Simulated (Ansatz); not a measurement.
## What each rung costs, and what it gives

Saddle point of CH₅S₂, doublet (CH₄S ([CH3][SH]) + HS → CH₃S ([CH3][S]) + H₂S; bonds formed: H1–S4; bonds broken: H1–S2), PBE0-D4/def2-TZVP structure:

H1  (-1.181, -0.470, -0.182)
S2  (-0.785, 0.928, 0.290)
C3  (0.915, 0.871, -0.288)
S4  (-0.977, -2.051, 0.146)
H5  (1.290, 1.895, -0.247)
H6  (1.525, 0.250, 0.366)
H7  (0.974, 0.513, -1.315)
H8  (-1.761, -1.936, 1.230)
(Å)

Barriers are electronic and count from the start structure reached by relaxing down the imaginary mode. Spin–orbit coupling is left out.

Program: Ansatz 0.2.0. Basis: as named in each row. Cores are frozen in the correlated methods; orbitals are unrestricted. B3LYP uses VWN-RPA correlation. Extrapolation: Hartree–Fock as exp(−7.88 √X), correlation as X^−2.97.

Times are rough, for one single point on 4 threads of a shared host (Arm Neoverse V1).

The estimate by CCSD(T) at an estimated basis limit (MP2 extrapolated from triple and quadruple zeta, plus CCSD(T) − MP2 in triple zeta) is 0.390 eV.

```tsv
method	basis	time (s)	barrier (eV)	method less estimate
HF	STO-3G	under 1	0.586	0.196
PBE-D4	STO-3G	under 1	-0.240	-0.630
SPW92	def2-SVP	under 1	0.025	-0.365
B3LYP-D4	6-31G	1	0.263	-0.127
PBE-D4	def2-SVP	1	0.123	-0.267
PBE0-D4	def2-SVP	2	0.267	-0.123
SPW92	def2-TZVPP	2	0.104	-0.286
BLYP-D4	def2-TZVPP	3	0.243	-0.147
PBE-D4	def2-TZVPP	3	0.186	-0.204
CCSD(T)	def2-SVP	4	0.372	-0.018
PBE0-D4	def2-TZVPP	4	0.299	-0.091
B3LYP-D4	def2-TZVPP	4	0.328	-0.062
BHLYP-D4	def2-TZVPP	4	0.451	0.061
CAM-B3LYP-D4	def2-TZVPP	6	0.385	-0.005
RPA on PBE	def2-TZVPP	6	0.374	-0.016
PBE-QIDH	def2-TZVPP	6	0.384	-0.005
B2PLYP	def2-TZVPP	6	0.362	-0.028
r2SCAN-D4	def2-TZVPP	7	0.242	-0.148
wB97M-V	def2-SVP	8	0.382	-0.008
r2SCAN0-D4	def2-TZVPP	8	0.333	-0.057
wB97X-V	def2-TZVPP	11	0.416	0.026
B97M-V	def2-TZVPP	12	0.302	-0.088
wB97M-V	def2-TZVPP	12	0.419	0.029
MP2	def2-QZVPP	19	0.437	0.047
CCSD(T)	def2-TZVPP	100	0.383	-0.007
```

All methods are single points on the PBE0-D4 structures; a negative value means that the method puts the saddle structure below the start.

The T1 diagnostic stays at or below 0.022. ⟨S²⟩ of the unrestricted Hartree–Fock references: 0.76 to 0.81 (a pure state has 0.75). The unrestricted reference is spin-contaminated, which hurts MP2 most.

Labels in which every atom is bracketed show which atoms are joined, not bond orders.
